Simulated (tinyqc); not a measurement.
Inside a calculation. Method: coupled-perturbed Hartree-Fock on RHF in the sto-6g basis, for H2F+, spin multiplicity 1. One step of it, computed by the program tinyqc.

Question. Response to a field: uncoupled start. Field along z; U_ai = -mu_ai / (e_a - e_i), alpha = -4 sum U_ai mu_ai.

orbital energies (hartree): MO1 -26.946359, MO2 -2.045398, MO3 -1.159100, MO4 -1.069255, MO5 -1.035881, MO6 -0.046293, MO7 0.086725

dipole integrals <a|z|i> (bohr):
```
           i1        i2        i3        i4        i5
a6  -0.029056  0.055571  0.000000  0.442214  0.000000
a7   0.000000  0.000000  0.570376  0.000000  0.000000
```

Give: uncoupled U; uncoupled polarisability.

Answer.

uncoupled U:
```
       i1      i2      i3      i4     i5
a6  0.001  -0.028   0.000  -0.432  0.000
a7  0.000   0.000  -0.458   0.000  0.000
```

uncoupled polarisability = 1.815 bohr^3
